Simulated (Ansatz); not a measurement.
# The chlorine atom: basis-set convergence

An exercise on one series of results from a longer session: the logs are not shown, and one member is left open.

Computed with Ansatz 0.2.0, Gaussian basis. Level: one geometry, several basis sets.

Plan: PBE0/def2-SVP; ωB97M-V/def2-SVP; PBE0/def2-QZVPP; ωB97M-V/def2-QZVPP; CCSD(T)/cc-pV(D+d)Z; CCSD(T)/cc-pV(T+d)Z; CCSD(T)/cc-pV(Q+d)Z; the functionals' def2-TZVPP values are taken from earlier runs.

## The atom

SMILES `[Cl]`, 1 atom, charge 0, spin multiplicity 2.

The first run:

The input, in.yaml:

```yaml
crystal:
  periodic: [false, false, false]
  atoms:
    - {symbol: Cl, position_ang: [0.000000, 0.000000, 0.000000]}
basis:
  gaussian: {orbitals: def2-SVP}
magnetization: {spin_polarized: true, initial_magnetization: 1}
hamiltonian: {xc: pbe0}
output: {orbitals: {seedname: orbitals}}
```

Among the steps run: PBE0 in def2-SVP; ωB97M-V in def2-SVP; PBE0 in def2-QZVPP; ωB97M-V in def2-QZVPP.

One table of the session follows, with a row left open; its other results are not shown here.

It belongs to the step «Density functionals: the series». 

```
functional       basis  HOMO (eV)  LUMO (eV)
      PBE0    def2-SVP      -9.15      -5.92
      PBE0  def2-TZVPP      -9.54      -6.20
      PBE0  def2-QZVPP          ?          ?
   ωB97M-V    def2-SVP     -11.45      -3.56
   ωB97M-V  def2-TZVPP     -11.86      -3.96
   ωB97M-V  def2-QZVPP     -11.95      -4.06
```

Q: Estimate the row for PBE0, def2-QZVPP from the others.

As computed: HOMO (eV): -9.59; LUMO (eV): -6.25. In the column «HOMO (eV)» it lies between ωB97M-V, def2-SVP (-11.45) and PBE0, def2-TZVPP (-9.54).
